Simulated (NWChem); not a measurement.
# COF2 (carbonyl fluoride): HF/3-21G, part 2 of 2

NWChem 7.3.0. Earlier steps stand in the parts before.

### 3 The triplet: the energy at UHF/3-21G

job.nw

```
start job
title "CF2O hf"
memory stack 880 mb heap 220 mb global 1100 mb

geometry units au noautosym nocenter noautoz
O  -2.34828707 -0.29744289  0.29084775
C  -0.17353355 -0.02197751  0.02148619
F   1.59774454 -1.56217990  0.80250999
F   0.92405718  1.88160030 -1.11486282
end

basis spherical bse
* library 3-21G
end

scf
nopen 2
uhf
thresh 1e-08
maxiter 80
end

task scf energy
```

Started as:

```sh
nwchem job.nw > job.out
```

What it wrote:

```text
Northwest Computational Chemistry Package (NWChem) 7.3.0
             --------------------------------------------------------

           Job information
           ---------------

    nwchem branch   = 7.3.0
    use scalapack   = T
    input           = job.nw
    prefix          = job.
    data base       = ./job.db
    status          = startup
    nproc           =        1

           Memory information
           ------------------

    heap     =     28835834 doubles =      220.0 Mbytes
    stack    =    115343359 doubles =      880.0 Mbytes
    global   =    144179200 doubles =     1100.0 Mbytes (distinct from heap & stack)
    total    =    288358393 doubles =     2200.0 Mbytes
    verify   = yes
    hardfail = no

           Directory information
           ---------------------

  0 permanent = .
  0 scratch   = .

                                NWChem Input Module
                                -------------------

                                      CF2O hf
                                      -------

                             Geometry "geometry" -> ""
                             -------------------------

 Output coordinates in a.u. (scale by  1.000000000 to convert to a.u.)

  No.       Tag          Charge          X              Y              Z
 ---- ---------------- ---------- -------------- -------------- --------------
    1 O                    8.0000    -2.34828707    -0.29744289     0.29084775
    2 C                    6.0000    -0.17353355    -0.02197751     0.02148619
    3 F                    9.0000     1.59774454    -1.56217990     0.80250999
    4 F                    9.0000     0.92405718     1.88160030    -1.11486282

      Atomic Mass
      -----------

      O                 15.994910
      C                 12.000000
      F                 18.998400

 Effective nuclear repulsion energy (a.u.)     120.1364229587

            Nuclear Dipole moment (a.u.)
            ----------------------------
        X                 Y               Z
 ---------------- ---------------- ----------------
     2.8687176200     0.3633754200    -0.3554763300

            XYZ format geometry
            -------------------
     4
 geometry
 O                    -1.24266009    -0.15740001     0.15391001
 C                    -0.09183001    -0.01163000     0.01137000
 F                     0.84549006    -0.82667006     0.42467003
 F                     0.48899004     0.99570007    -0.58996004

 ==============================================================================
                                internuclear distances
 ------------------------------------------------------------------------------
       center one      |      center two      | atomic units |       a.u.
 ------------------------------------------------------------------------------
    2 C                |   1 O                |     2.20862  |     2.20862
    3 F                |   2 C                |     2.47379  |     2.47379
    4 F                |   2 C                |     2.47378  |     2.47378
 ------------------------------------------------------------------------------
                         number of included internuclear distances:          3
 ==============================================================================

 ==============================================================================
                                 internuclear angles
 ------------------------------------------------------------------------------
        center 1       |       center 2       |       center 3       |  degrees
 ------------------------------------------------------------------------------
    1 O                |   2 C                |   3 F                |   126.08
    1 O                |   2 C                |   4 F                |   126.08
    3 F                |   2 C                |   4 F                |   107.84
 ------------------------------------------------------------------------------
                            number of included internuclear angles:          3
 ==============================================================================

 Summary of "ao basis" -> "" (spherical)
 ------------------------------------------------------------------------------
       Tag                 Description            Shells   Functions and Types
 ---------------- ------------------------------  ------  ---------------------
 *                           3-21G                    on all atoms

                      Basis "ao basis" -> "ao basis" (spherical)
                      -----
  [basis functions not shown]

 Summary of "ao basis" -> "ao basis" (spherical)
 ------------------------------------------------------------------------------
       Tag                 Description            Shells   Functions and Types
 ---------------- ------------------------------  ------  ---------------------
 O                           3-21G                   5        9   3s2p
 C                           3-21G                   5        9   3s2p
 F                           3-21G                   5        9   3s2p

                                 NWChem SCF Module
                                 -----------------

                                      CF2O hf

  ao basis        = "ao basis"
  functions       =    36
  atoms           =     4
  alpha electrons =    17
  beta  electrons =    15
  charge          =   0.00
  wavefunction    = UHF
  input vectors   = atomic
  output vectors  = ./job.movecs
  use symmetry    = F
  symmetry adapt  = F

[... 27 lines left out ...]
         Quadratically convergent UHF
[... 1 line left out ...]
 Convergence threshold     :          1.000E-08
[... 13 lines left out ...]
       Final UHF  results
[... 2 lines left out ...]
         Total SCF energy =   -309.703867227840
      One electron energy =   -668.229948657844
      Two electron energy =    238.389658471319
 Nuclear repulsion energy =    120.136422958684
[... 7 lines left out ...]
          Final alpha eigenvalues
[... 31 lines left out ...]
          Final beta eigenvalues
[... 31 lines left out ...]
                    UHF Final Alpha Molecular Orbital Analysis
[... 180 lines left out ...]
                     UHF Final Beta Molecular Orbital Analysis
[... 128 lines left out ...]
   Bfn.  Coefficient  Atom+Function         Bfn.  Coefficient  Atom+Function
  ----- ------------  ---------------      ----- ------------  ---------------
    17      1.176239  2 C  py                13     -0.923651  2 C  py
    18     -0.654887  2 C  pz                14      0.514255  2 C  pz
    24      0.404485  3 F  s                 33     -0.404472  4 F  s
    16     -0.230113  2 C  px                 8     -0.187438  1 O  py
    12      0.180695  2 C  px

 Vector   22  Occ=0.000000D+00  E= 9.475124D-01
              MO Center= -8.6D-02, -1.1D-02,  1.1D-02, r^2= 1.4D+00
   Bfn.  Coefficient  Atom+Function         Bfn.  Coefficient  Atom+Function
  ----- ------------  ---------------      ----- ------------  ---------------
    18     -0.969752  2 C  pz                14      0.931119  2 C  pz
    17     -0.549797  2 C  py                13      0.527894  2 C  py

 Vector   23  Occ=0.000000D+00  E= 1.033055D+00
              MO Center=  5.8D-02,  7.3D-03, -7.2D-03, r^2= 1.2D+00
   Bfn.  Coefficient  Atom+Function         Bfn.  Coefficient  Atom+Function
  ----- ------------  ---------------      ----- ------------  ---------------
    12      1.141431  2 C  px                16     -0.900348  2 C  px
    15     -0.845434  2 C  s                  7      0.481199  1 O  px
    24      0.337608  3 F  s                 33      0.337608  4 F  s
    11      0.333939  2 C  s                  3      0.186504  1 O  px

 Vector   24  Occ=0.000000D+00  E= 1.284033D+00
              MO Center= -2.9D-01, -3.6D-02,  3.6D-02, r^2= 1.1D+00
   Bfn.  Coefficient  Atom+Function         Bfn.  Coefficient  Atom+Function
  ----- ------------  ---------------      ----- ------------  ---------------
    11      1.495857  2 C  s                 15     -1.447632  2 C  s
    12     -0.350564  2 C  px                 3     -0.317007  1 O  px
    24      0.311434  3 F  s                 33      0.311432  4 F  s

 Vector   25  Occ=0.000000D+00  E= 1.778326D+00
              MO Center= -1.6D+00, -2.0D-01,  1.9D-01, r^2= 7.4D-01
   Bfn.  Coefficient  Atom+Function         Bfn.  Coefficient  Atom+Function
  ----- ------------  ---------------      ----- ------------  ---------------
     7      1.318453  1 O  px                 3     -0.960094  1 O  px
    11     -0.441446  2 C  s                 15     -0.315964  2 C  s
     6      0.297947  1 O  s                 16      0.233960  2 C  px
[... 4 lines of this table left out ...]
              MO Center= -1.2D+00, -1.5D-01,  1.4D-01, r^2= 1.0D+00
   Bfn.  Coefficient  Atom+Function         Bfn.  Coefficient  Atom+Function
  ----- ------------  ---------------      ----- ------------  ---------------
     9     -0.940335  1 O  pz                 5      0.878972  1 O  pz
     8     -0.533119  1 O  py                 4      0.498329  1 O  py
    18      0.292874  2 C  pz                17      0.166044  2 C  py

 Vector   27  Occ=0.000000D+00  E= 1.932400D+00
              MO Center= -1.2D+00, -1.5D-01,  1.5D-01, r^2= 1.0D+00
   Bfn.  Coefficient  Atom+Function         Bfn.  Coefficient  Atom+Function
  ----- ------------  ---------------      ----- ------------  ---------------
     8      1.016460  1 O  py                 4     -0.910525  1 O  py
    17     -0.597038  2 C  py                 9     -0.565928  1 O  pz
     5      0.506947  1 O  pz                18      0.332409  2 C  pz
    24     -0.215695  3 F  s                 33      0.215696  4 F  s
     7     -0.198844  1 O  px                 3      0.178120  1 O  px

 center of mass
 --------------
 x =   0.12527566 y =   0.01586827 z =  -0.01552144

 moments of inertia (a.u.)
 ------------------
         152.221961719731           3.299967014465           6.053085459305
           3.299967014465         189.441682145348          65.044212525885
           6.053085459305          65.044212525885         267.280530146801

  Mulliken analysis of the total density
  --------------------------------------

    Atom       Charge   Shell Charges
 -----------   ------   -------------------------------------------------------
    1 O    8     8.30   1.99  0.45  2.09  1.55  2.21
    2 C    6     4.98   1.98  0.43  1.71  0.22  0.65
    3 F    9     9.36   1.99  0.45  2.46  1.56  2.90
    4 F    9     9.36   1.99  0.45  2.46  1.56  2.90

  Mulliken analysis of the alpha density
  --------------------------------------

    Atom       Charge   Shell Charges
 -----------   ------   -------------------------------------------------------
    1 O    8     4.68   0.99  0.23  1.34  0.79  1.32
    2 C    6     2.91   0.99  0.22  1.11  0.13  0.45
    3 F    9     4.70   0.99  0.23  1.26  0.78  1.45
    4 F    9     4.70   0.99  0.23  1.26  0.78  1.45

   Mulliken analysis of the beta density
   -------------------------------------

    Atom       Charge   Shell Charges
 -----------   ------   -------------------------------------------------------
    1 O    8     3.61   0.99  0.21  0.75  0.77  0.89
    2 C    6     2.08   0.99  0.20  0.60  0.09  0.20
    3 F    9     4.66   0.99  0.22  1.20  0.78  1.46
    4 F    9     4.66   0.99  0.22  1.20  0.78  1.46

   Mulliken analysis of the spin density
   -------------------------------------

    Atom       Charge   Shell Charges
 -----------   ------   -------------------------------------------------------
    1 O    8     1.07   0.00  0.02  0.60  0.02  0.43
    2 C    6     0.83   0.00  0.02  0.52  0.04  0.25
    3 F    9     0.05   0.00  0.00  0.06 -0.00 -0.01
    4 F    9     0.05   0.00  0.00  0.06 -0.00 -0.01

       Multipole analysis of the density wrt the origin
       ------------------------------------------------

     L   x y z        total         alpha         beta         nuclear
     -   - - -        -----         -----         ----         -------
     0   0 0 0     -0.000000    -17.000000    -15.000000     32.000000

     1   1 0 0     -0.368846     -0.391579     -2.845985      2.868718
[... 8 lines of this table left out ...]
     2   0 0 2    -14.492040    -16.983741    -15.170280     17.661982

 Task  times  cpu:        1.0s     wall:        1.0s
 Total times  cpu:        1.0s     wall:        1.0s
```

Wall time 1.6 s (1 thread of Intel Xeon Platinum 8259CL at 2.50GHz (Skylake/Cascade Lake), shared host); peak memory 0.098 GiB.

### 4 Outcome

The summary covers parts 1 to 2.

Level: HF/3-21G.

```
                                        quantity          value
                           singlet: total energy  -309.90387 Eh
                          singlet: dipole moment         1.00 D
                            singlet: HOMO energy      -14.98 eV
                            singlet: LUMO energy        4.33 eV
                          singlet: HOMO–LUMO gap       19.31 eV
               singlet: largest force on an atom     0.811 eV/Å
                           triplet: total energy  -309.70387 Eh
                          triplet: dipole moment         0.95 D
     triplet: HOMO energy (highest over α and β)       -8.08 eV
      triplet: LUMO energy (lowest over α and β)       -0.19 eV
                                   triplet: ⟨S²⟩          2.010
vertical energy of the triplet above the singlet       5.442 eV
```

In words: At this shape the triplet lies 5.44 eV (525 kJ/mol) above the singlet. The largest force (singlet) is 0.81 eV/Å: the shape isn't a stationary point for this species at this level. Mulliken charges (singlet) run from -0.53 on O1 to +1.25 on C2; they depend strongly on the basis. At HF/3-21G: Experiment gives 0.95 D for the dipole moment (NIST CCCBDB), so the computed value is 0.05 D (5 %) too high. Mulliken charges (triplet) run from -0.36 on F3 to +1.02 on C2; they depend strongly on the basis.
